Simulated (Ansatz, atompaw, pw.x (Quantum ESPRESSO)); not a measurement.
## Equation-of-state test of one PAW (atompaw) potential (Ta (Z = 73))

Ta (Z = 73), PAW, made with atompaw 4.2.0.5 (LDA (PW92), scalar-relativistic). Core [Xe] 4f14, reference 5d3 6s2 6p0. Waves: 6s (bound): rc 2.75 bohr; 6s channel at 0.2 Ry: rc 2.75 bohr; 6p (bound, empty): rc 3.00 bohr; 6p channel at 1.35 Ry: rc 3.00 bohr; 5d (bound): rc 2.05 bohr; 5d channel at 4.9 Ry: rc 3.00 bohr. Local part: troulliermartins scheme with l = 3 at -0.5 Ry, radius 2.40 bohr. Core correction: smooth core density matched at 1.55 bohr. Augmentation charge: sinc compensation charge, radius 2.40 bohr; PAW radius 3.00 bohr; waves and projectors: custom polynom vanderbiltortho.

Crystal test: bcc Ta in pw.x 7.5, no spin, 14³ k-points, Fermi–Dirac smearing 0.01 Ry, cutoffs 45/450 Ry. The reference is all-electron LAPW (Ansatz 0.2.0) with the same functional, mesh and smearing; V0 and B0 come from Birch–Murnaghan fits to the pressures at five volumes. Errors are pseudo minus all-electron; Δ is the rms difference of the E(V) curves that follow from these fits, minima aligned, over ±6 % about the mean V0. Mesh and smearing are coarse, so the numbers serve the comparison and aren't converged zero-temperature values; the lattice is a test structure that the element need not adopt.

All-electron: a0 = 3.255 Å (V0 = 17.24 Å³/atom), B0 = 217.7 GPa.

**Question.** How far does the potential miss the all-electron equation of state?

**Answer.** mean pressure error (GPa): -89.05. The pressure does not cross zero within the volumes sampled, so no fit is given. The largest radius (3.00 bohr) exceeds half the bond length (2.66 bohr), so the spheres overlap, which is one possible source of error among others. This is a poor potential for the solid. The pseudo pressure rises with volume over the whole range, a mechanical instability. Note: ghost states, extra bound levels that the all-electron valence spectrum of the same l lacks: s at -74.0 eV, p at -58.9 eV. A true bound ghost makes a file unfit for plane-wave use.

```
V (Å³/atom)  P all-electron (GPa)  P pseudo (GPa)
     16.272                 13.97         -103.90
     16.700                  7.30          -94.48
     17.128                  1.38          -86.14
     17.556                 -3.88          -78.62
     17.984                 -8.54          -71.88
```

**Question.** At the middle volume, how do free energy and pressure move when the wave cutoff is lowered (ecutrho held at 450 Ry)?

**Answer.**

| cutoff (Ry) | shift of F (meV/atom) | shift of P (GPa) |
| --- | --- | --- |
| 20 | +2551.0 | -108.18 |
| 27 | +124.3 | -7.83 |
| 36 | +44.9 | -0.43 |

The run at the middle volume (104 k-points, 15 iterations) took about 24 s on one core of a shared host (Intel(R) Xeon(R) Platinum 8259CL CPU @ 2.50GHz, 96 threads, 755 GiB, load 30).
